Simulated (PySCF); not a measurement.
# C3H5FO: a look at the electrons

Aim: take C3H5FO and see where an electron leaves and enters and analyse its density (charges, bond critical points, surface potential).

Method: levels as typed in each script, gas phase, geometry from GFN2-xTB; program: PySCF 2.14.0.

## (1) The starting structure

SMILES `O[C@@H]1C[C@@H]1F`, 10 atoms, charge 0, spin multiplicity 1.

Bond lengths: O1–C2 1.382 Å, O1–H6 0.966 Å, C2–C3 1.509 Å, C2–C4 1.499 Å, C2–H7 1.082 Å, C3–C4 1.501 Å, C3–H8 1.077 Å, C3–H9 1.080 Å, C4–F5 1.369 Å, C4–H10 1.081 Å. Angles: C2–O1–H6 108.9°, O1–C2–C3 121.4°, O1–C2–C4 121.1°, O1–C2–H7 110.0°, C3–C2–C4 59.9°, C3–C2–H7 118.6°, C4–C2–H7 118.2°, C2–C3–C4 59.7°, C2–C3–H8 119.5°, C2–C3–H9 117.4°, C4–C3–H8 118.5°, C4–C3–H9 116.5°, H8–C3–H9 114.5°, C2–C4–C3 60.4°, C2–C4–F5 116.5°, C2–C4–H10 122.8°, C3–C4–F5 116.5°, C3–C4–H10 122.4° and more.

Geometry (Å):

| atom | x (Å) | y (Å) | z (Å) |
| --- | --- | --- | --- |
| O1 | -1.4974 | 0.7246 | 0.1032 |
| C2 | -0.7369 | -0.3091 | -0.4083 |
| C3 | 0.0846 | -1.2007 | 0.4903 |
| C4 | 0.7602 | -0.2290 | -0.4333 |
| F5 | 1.3223 | 0.8760 | 0.1478 |
| H6 | -0.9416 | 1.2676 | 0.6770 |
| H7 | -1.2399 | -0.7525 | -1.2577 |
| H8 | 0.1564 | -2.2532 | 0.2718 |
| H9 | 0.1069 | -0.9595 | 1.5426 |
| H10 | 1.3493 | -0.5500 | -1.2814 |

## (2) Removing and adding an electron (TPSS/def2-svpd)

input.py

```python
import numpy as np
from pyscf import gto, scf, dft
from pyscf.scf import atom_ks, atom_hf
from scipy.linalg import block_diag

def solve(mol, dm0=None, hcore=None):
    mf = (dft.UKS if mol.spin else dft.RKS)(mol, xc='tpss')
    mf.grids.level = 3
    mf = mf.density_fit(auxbasis='def2-universal-jkfit')
    mf.conv_tol, mf.max_cycle = 1e-8, 80
    if hcore is not None:
        mf.get_hcore = lambda *args: hcore
    mf.kernel(dm0)
    if not mf.converged:
        mf = mf.newton().run(mf.mo_coeff, mf.mo_occ, max_cycle=30)
    assert mf.converged, 'SCF not converged'
    return mf

mol = gto.M(atom='''
O     -1.49745     0.72457     0.10318
C     -0.73687    -0.30912    -0.40825
C      0.08459    -1.20070     0.49032
C      0.76023    -0.22896    -0.43332
F      1.32232     0.87598     0.14776
H     -0.94165     1.26765     0.67700
H     -1.23991    -0.75252    -1.25775
H      0.15639    -2.25324     0.27184
H      0.10687    -0.95952     1.54258
H      1.34931    -0.55002    -1.28140
''', basis='def2-svpd', charge=0, spin=0, verbose=4)
mf = solve(mol)
out = dict(e0=mf.e_tot, dm0=mf.make_rdm1(), c=mf.mo_coeff, occ=mf.mo_occ, eps=mf.mo_energy)
for name, dq, spin in [('cation', 1, 1), ('anion', -1, 1)]:
    ion = mol.copy().set(charge=mol.charge + dq, spin=spin).build()
    mi = solve(ion)
    if spin and dq > 0 and mol.nao < 130:
        c, _, stable, _ = mi.stability(return_status=True)
        if not stable:
            mi = solve(ion, mi.make_rdm1(c, mi.mo_occ))
    print(name, 'vertical energy change / eV', (mi.e_tot - mf.e_tot) * 27.211386)
    out.update({'e_' + name: mi.e_tot, 'dm_' + name: mi.make_rdm1(), 's2_' + name: mi.spin_square()[0], 'eps_' + name: mi.mo_energy, 'occ_' + name: mi.mo_occ})
# spherically averaged free atoms, for the promolecule
atm = atom_ks.get_atm_nrks(mol, xc='tpss')
pro = block_diag(*[(atm[a[0]][2] * atm[a[0]][3]) @ atm[a[0]][2].T for a in mol._atom])
np.savez('result.npz', pro=pro, **out)
```

The run is started by

```
> OMP_NUM_THREADS=1 python input.py
```

## (4) Density, bond paths and surface potential (HF/def2-svpd)

input.py

```python
import numpy as np
from pyscf import gto, scf, dft
from pyscf.scf import atom_ks, atom_hf
from scipy.linalg import block_diag

def solve(mol, dm0=None, hcore=None):
    mf = scf.UHF(mol) if mol.spin else scf.RHF(mol)
    mf = mf.density_fit(auxbasis='def2-universal-jkfit')
    mf.conv_tol, mf.max_cycle = 1e-8, 80
    if hcore is not None:
        mf.get_hcore = lambda *args: hcore
    mf.kernel(dm0)
    if not mf.converged:
        mf = mf.newton().run(mf.mo_coeff, mf.mo_occ, max_cycle=30)
    assert mf.converged, 'SCF not converged'
    return mf

mol = gto.M(atom='''
O     -1.49745     0.72457     0.10318
C     -0.73687    -0.30912    -0.40825
C      0.08459    -1.20070     0.49032
C      0.76023    -0.22896    -0.43332
F      1.32232     0.87598     0.14776
H     -0.94165     1.26765     0.67700
H     -1.23991    -0.75252    -1.25775
H      0.15639    -2.25324     0.27184
H      0.10687    -0.95952     1.54258
H      1.34931    -0.55002    -1.28140
''', basis='def2-svpd', charge=0, spin=0, verbose=4)
mf = solve(mol)
mf.analyze()
# spherically averaged free atoms, for the promolecule
atm = scf.atom_hf.get_atm_nrhf(mol)
pro = block_diag(*[(atm[a[0]][2] * atm[a[0]][3]) @ atm[a[0]][2].T for a in mol._atom])
np.savez('result.npz', e=mf.e_tot, c=mf.mo_coeff, occ=mf.mo_occ, eps=mf.mo_energy, pro=pro, dip=mf.dip_moment(verbose=0), s2=mf.spin_square()[0])
```

(Steps that only read results are left out.)

What does the calculation give? Wanted: vertical ionisation energy; dipole moment; HOMO, LUMO.

As calculated:

| quantity | value |
| --- | --- |
| vertical ionisation energy (TPSS/def2-svpd) | 9.49 eV |
| dipole moment (HF/def2-svpd) | 1.95 D |
| HOMO, LUMO (HF/def2-svpd) | -11.06, 2.64 eV |

**Reading.** The ionisation energy from two SCF runs, 9.49 eV, lies 3.5 eV above −ε(HOMO) = 6.01 eV of the same level, TPSS/def2-svpd, since self-interaction lifts this functional's HOMO. At HF/def2-svpd: The highest Hirshfeld charge is on H6 (+0.18 e), the lowest on O1 (−0.27 e). All values hold at the given geometry, in the gas phase.
